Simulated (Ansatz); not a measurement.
# Other spins and charges of HAl–PH, singlet at one geometry

Geometry (PBE0/def2-TZVP stationary point for this spin, not checked as a minimum):

| atom | x (Å) | y (Å) | z (Å) |
| --- | --- | --- | --- |
| Al | 0.0000 | 0.0033 | 1.1038 |
| P | 0.0000 | 0.0453 | -1.0264 |
| H | 0.0000 | -0.1169 | 2.6818 |
| H | 0.0000 | -1.3656 | -0.6878 |

Basis 6-31G; Ansatz 0.2.0. Only valence electrons are correlated (noble-gas cores frozen). R marks a restricted (for open shells ROHF) determinant, U an unrestricted one. Active spaces: valence = (10e, 10o) chosen from the atoms' valence shells.

Gaps are energies of the second state less the first, at fixed atoms, for a selection of the levels run; each method lands on the state that its own search finds for that charge and spin.

Triplet less singlet: 2.742 eV at full CI (singlet A', triplet A'', in Cs).

| level | gap (eV) | error (meV) |
| --- | --- | --- |
| RMP2 | 2.773 | 31 |
| UMP2 | 2.748 | 6 |
| RCCSD | 2.666 | -76 |
| UCCSD | 2.666 | -76 |
| RCCSD(T) | 2.730 | -12 |
| UCCSD(T) | 2.730 | -12 |
| BCCD(T) | 2.728 | -14 |
| RCCSDT | 2.739 | -3 |
| UCCSDT | 2.739 | -3 |
| CISDTQ | 2.758 | 16 |
| RCCSDT(Q) | 2.744 | 2 |
| UCCSDT(Q) | 2.743 | 1 |
| RCCSDTQ | 2.742 | 0 |
| UCCSDTQ | 2.742 | 0 |
| PBE | 2.678 | -64 |
| r2SCAN | 2.599 | -143 |
| PBE0 | 2.574 | -168 |
| B3LYP | 2.688 | -54 |
| wB97M-V | 2.773 | 31 |
| B2PLYP | 2.746 | 4 |
| RPA-PBE | 2.680 | -62 |

Removing an electron, to the doublet: 7.782 eV at full CI (singlet A', doublet ion A'', in Cs).

| level | gap (eV) | error (meV) |
| --- | --- | --- |
| RHF | 7.073 | -709 |
| UHF | 7.038 | -744 |
| RMP2 | 7.749 | -33 |
| UMP2 | 7.746 | -36 |
| CISD | 7.624 | -158 |
| RCCSD | 7.722 | -60 |
| UCCSD | 7.721 | -61 |
| RCCSD(T) | 7.775 | -7 |
| UCCSD(T) | 7.775 | -7 |
| BCCD(T) | 7.773 | -9 |
| RCCSDT | 7.780 | -2 |
| UCCSDT | 7.780 | -2 |
| CISDTQ | 7.768 | -14 |
| RCCSDT(Q) | 7.784 | 2 |
| UCCSDT(Q) | 7.784 | 2 |
| RCCSDTQ | 7.783 | 1 |
| UCCSDTQ | 7.782 | 0 |
| CASSCF (valence space) | 7.548 | -234 |
| NEVPT2 (valence space) | 7.701 | -81 |
| MRCISD (valence space) | 7.770 | -12 |
| MRCISD+Q (valence space) | 7.780 | -2 |
| PBE | 8.317 | 535 |
| r2SCAN | 8.326 | 544 |
| PBE0 | 8.244 | 462 |
| B3LYP | 8.245 | 463 |
| wB97M-V | 8.142 | 360 |
| B2PLYP | 8.041 | 259 |
| RPA-PBE | 7.820 | 38 |

In so small a basis the reference is far from its limit while semilocal and hybrid functionals are nearer theirs (RPA and double hybrids share much of the reference's basis error), so the functionals' errors here hold much of the reference's basis and frozen-core error, which can add to them or hide them.

Full CI is exact within this basis and frozen core; it isn't the basis-set limit. The frozen core follows each run's orbitals, which can shift R against U totals by a few meV.
